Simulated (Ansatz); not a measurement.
# CH8AlN: how energies converge with the basis set

How large a basis does CH8AlN need? Two functionals are run in growing sets.

Computed with Ansatz 0.2.0, Gaussian basis. Level: one geometry, several basis sets.

Levels to be run: PBE0-D4/def2-SVP; ωB97M-V/def2-SVP; PBE0-D4/def2-QZVPP; ωB97M-V/def2-QZVPP; the functionals' def2-TZVPP values are taken from earlier runs.

**1. The geometry**

The geometry comes from an earlier relaxation with PBE0-D4 in a triple-zeta def2 set; it is a stationary point, not always the lowest conformer.

11 atoms, charge 0, spin multiplicity 1.

Atoms are counted from 1 here; the program's logs count them from 0.

Bond lengths: C1–N2 1.471 Å, C1–H4 1.092 Å, C1–H5 1.090 Å, C1–H6 1.090 Å, N2–Al3 2.047 Å, N2–H7 1.016 Å, N2–H8 1.016 Å, Al3–H9 1.605 Å, Al3–H10 1.605 Å, Al3–H11 1.605 Å. Angles: N2–C1–H4 112.3°, N2–C1–H5 108.6°, N2–C1–H6 108.6°, H4–C1–H5 109.6°, H4–C1–H6 109.6°, H5–C1–H6 108.1°, C1–N2–Al3 113.6°, C1–N2–H7 110.3°, C1–N2–H8 110.3°, Al3–N2–H7 107.9°, Al3–N2–H8 108.0°, H7–N2–H8 106.3°, N2–Al3–H9 99.6°, N2–Al3–H10 99.3°, N2–Al3–H11 99.4°, H9–Al3–H10 117.5°, H9–Al3–H11 117.5°, H10–Al3–H11 117.1°.

**2. PBE0-D4 in def2-SVP**

in.yaml

```yaml
crystal:
  periodic: [false, false, false]
  atoms:
    - {symbol: C, position_ang: [1.245315, 0.109395, -0.615966]}
    - {symbol: N, position_ang: [0.399826, -0.208609, 0.544946]}
    - {symbol: Al, position_ang: [-1.600278, 0.053424, 0.199141]}
    - {symbol: H, position_ang: [2.307495, -0.034651, -0.407467]}
    - {symbol: H, position_ang: [0.947295, -0.527918, -1.447885]}
    - {symbol: H, position_ang: [1.067064, 1.145472, -0.902197]}
    - {symbol: H, position_ang: [0.658454, 0.369518, 1.338973]}
    - {symbol: H, position_ang: [0.545137, -1.171223, 0.834524]}
    - {symbol: H, position_ang: [-2.179223, -0.380672, 1.631456]}
    - {symbol: H, position_ang: [-1.599711, 1.618767, -0.155981]}
    - {symbol: H, position_ang: [-1.791365, -0.973503, -1.019544]}
basis:
  gaussian: {orbitals: def2-SVP}
hamiltonian: {xc: pbe0, dispersion: d4}
output: {orbitals: {seedname: orbitals}}
```

Further steps of the session: ωB97M-V in def2-SVP; PBE0-D4 in def2-QZVPP; ωB97M-V in def2-QZVPP.

Before running them: what should the planned runs give, taken together? Wanted: PBE0-D4: double and triple zeta above quadruple; ωB97M-V: double and triple zeta above quadruple.

**Answer**, as computed:

```
                                       quantity          value
PBE0-D4: double and triple zeta above quadruple  5.68, 0.37 eV
ωB97M-V: double and triple zeta above quadruple  5.87, 0.37 eV
```

In words: For PBE0-D4 the step from double to triple zeta gains 5.30 eV and the next only 0.37 eV. Total energies overstate the basis error of differences, where much of it tends to cancel. The LUMO of ωB97M-V is positive and keeps falling with the basis (2.00 to 0.77 eV): an unbound level that the basis holds in place.
